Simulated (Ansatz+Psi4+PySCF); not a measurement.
The numbers below are computed, except where a source is named.
A run of Ansatz (development build ahead of 0.2.0) on doublet CH₅O at this shape:

```xyz
7

C    -1.2177    0.0010   -0.0032
O     1.2887   -0.1049    0.0078
H     0.0084   -0.1087   -0.0008
H    -1.5173   -0.2337    1.0157
H    -1.4225    1.0292   -0.2822
H    -1.5601   -0.7141   -0.7431
H     1.4230    0.8456    0.0058
```

Its results:

```yaml
Converged: yes
Reference_energy: -115.57734 hartree
Correlation_energy: -0.44099 hartree
Total_energy: -116.01833 hartree
Spin_squared_of_the_determinant: 0.750
Stability_test: minimum among restricted orbitals
```

Question: Which input gives this output? Name the method, the orbitals and the basis set, and write the input.

Answer: ROHF-MP2 in cc-pVTZ.

```yaml
crystal:
  periodic: [false, false, false]
  atoms:
    - { symbol: C, position_ang: [-1.21771, 0.00099, -0.00315] }
    - { symbol: O, position_ang: [1.28872, -0.10491, 0.00776] }
    - { symbol: H, position_ang: [0.00844, -0.10874, -0.00078] }
    - { symbol: H, position_ang: [-1.51728, -0.23371, 1.0157] }
    - { symbol: H, position_ang: [-1.42248, 1.02923, -0.2822] }
    - { symbol: H, position_ang: [-1.56009, -0.71413, -0.74313] }
    - { symbol: H, position_ang: [1.423, 0.84557, 0.00579] }
basis:
  gaussian: { orbitals: cc-pVTZ }
magnetization:
  initial_magnetization: 1
hamiltonian:
  xc: hf
correlation:
  method: mp2
  frozen_orbitals: { C: 1, H: 0, O: 1 }
```
